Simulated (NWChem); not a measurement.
All runs are NWChem calculations. System: H3P, charge 1, spin multiplicity 2, at the geometry of a parent with another charge or spin, in a state set for the comparison that need not be this species' ground state. Its SCF solution wasn't tested for a lower state. Level: UPBE0/def2-SVPD.

The NWChem input:

```
start mol
memory heap 200 mb stack 800 mb global 1000 mb
charge 1
geometry units angstroms nocenter noautoz
  P     -0.130235    -0.003352     0.000000
  H      0.666565    -0.580989     1.035668
  H      0.666565    -0.580989    -1.035668
  H      0.620396     1.212263     0.000000
  symmetry group Cs
end
basis spherical
  * library def2-svpd
end
dft
  xc pbe0
  odft
  mult 2
  semidirect memsize 60000000 filesize 0
  iterations 100
end
task dft energy
```

Output (cleaned and shortened):

```
             Northwest Computational Chemistry Package (NWChem) 7.3.0
             --------------------------------------------------------

                                NWChem Input Module
                                -------------------

 Scaling coordinates for geometry "geometry" by  1.889725989
 (inverse scale =  0.529177249)

 Turning off AUTOSYM since
 SYMMETRY directive was detected!

                             Geometry "geometry" -> ""
                             -------------------------

 Output coordinates in angstroms (scale by  1.889725989 to convert to a.u.)

  No.       Tag          Charge          X              Y              Z
 ---- ---------------- ---------- -------------- -------------- --------------
    1 P                   15.0000    -0.13023500    -0.00335200     0.00000000
    2 H                    1.0000     0.66656500    -0.58098900     1.03566800
    3 H                    1.0000     0.66656500    -0.58098900    -1.03566800
    4 H                    1.0000     0.62039600     1.21226300     0.00000000

 Effective nuclear repulsion energy (a.u.)      17.4340881334

            Nuclear Dipole moment (a.u.)
            ----------------------------
        X                 Y               Z
 ---------------- ---------------- ----------------
     0.0000018897     0.0000094486     0.0000000000

      Symmetry information
      --------------------

 Group name             Cs
 Group number              2
 Group order               2
 No. of unique centers     3

      Symmetry unique atoms

     1    2    4


 Summary of "ao basis" -> "" (spherical)
 ------------------------------------------------------------------------------
       Tag                 Description            Shells   Functions and Types
 ---------------- ------------------------------  ------  ---------------------
 *                         def2-svpd                  on all atoms

                                 NWChem DFT Module
                                 -----------------

 Summary of "ao basis" -> "ao basis" (spherical)
 ------------------------------------------------------------------------------
[...]
   Bfn.  Coefficient  Atom+Function         Bfn.  Coefficient  Atom+Function
  ----- ------------  ---------------      ----- ------------  ---------------
    14      0.570252  1 P  pz                26     -0.368707  2 H  s
    34      0.368707  3 H  s                 11      0.316385  1 P  pz
    25     -0.279706  2 H  s                 33      0.279706  3 H  s
    23      0.205760  1 P  d  1              21      0.174112  1 P  d -1
     8     -0.157110  1 P  pz                16      0.143052  1 P  d -1

 Vector   11  Occ=0.000000D+00  E=-2.224837D-01  Symmetry=a'
              MO Center= -1.0D-02, -5.0D-03, -1.3D-11, r^2= 2.9D+00
   Bfn.  Coefficient  Atom+Function         Bfn.  Coefficient  Atom+Function
  ----- ------------  ---------------      ----- ------------  ---------------
    13      0.570067  1 P  py                42     -0.425757  4 H  s
    41     -0.322978  4 H  s                 10      0.316281  1 P  py
    26      0.212868  2 H  s                 34      0.212868  3 H  s
    20     -0.196331  1 P  d -2              25      0.161486  2 H  s
    33      0.161486  3 H  s                  7     -0.157058  1 P  py

   alpha - beta orbital overlaps
   -----------------------------

   alpha      1      2      3      4      5      6      7      8      9     10
    beta      1      2      5      3      4      6      7      8      9     11
 overlap   1.000  1.000  1.000  1.000  1.000  0.995  1.000  1.000  0.990  0.992

   alpha     11     12     13     14     15     16     17     18     19     20
    beta     10     12     15     14     13     18     16     17     19     20
 overlap   0.992  0.998  0.991  0.991  0.991  0.995  0.998  0.998  0.994  0.997

   alpha     21     22     23     24     25     26     27     28     29     30
    beta     21     22     23     24     25     26     27     28     31     29
 overlap   0.997  0.998  0.998  1.000  0.997  0.997  1.000  0.766  0.770  0.983

   alpha     31     32     33     34     35     36     37     38     39     40
    beta     30     32     33     34     35     36     37     38     39     40
 overlap   0.983  0.982  0.982  0.989  0.996  0.996  0.999  0.996  0.996  1.000

   alpha     41     42     43     44     45     46     47     48
    beta     41     42     43     44     45     46     47     48
 overlap   1.000  1.000  1.000  1.000  1.000  1.000  1.000  1.000

     --------------------------
     Expectation value of S2:
     --------------------------
      <S2> =      0.7527 (Exact =     0.7500)

 center of mass
 --------------
 x =  -0.11478547 y =  -0.00295408 z =   0.00000000

 moments of inertia (a.u.)
 ------------------
          15.440310016461           0.044042159728           0.000000000000
           0.044042159728          13.732143513440           0.000000000000
           0.000000000000           0.000000000000          13.731151940919

     Multipole analysis of the density
     ---------------------------------

     L   x y z        total         alpha         beta         nuclear
     -   - - -        -----         -----         ----         -------
     0   0 0 0      1.000000     -9.000000     -8.000000     18.000000

     1   1 0 0      0.104666      0.453817     -0.349153      0.000002
     1   0 1 0      0.002696      0.011674     -0.008987      0.000009
     1   0 0 1     -0.000000      0.000000     -0.000000      0.000000

     2   2 0 0     -7.490530     -8.189697     -4.757156      5.456323
     2   1 1 0      0.009674      0.003933      0.062530     -0.056789
     2   1 0 1      0.000000     -0.000000      0.000000      0.000000
     2   0 2 0     -7.865577     -8.342277     -7.182684      7.659385
     2   0 1 1      0.000000      0.000000      0.000000      0.000000
     2   0 0 2     -7.865880     -8.342318     -7.184268      7.660706

 Task  times  cpu:        1.2s     wall:        1.2s

 Total times  cpu:        1.2s     wall:        1.2s
```
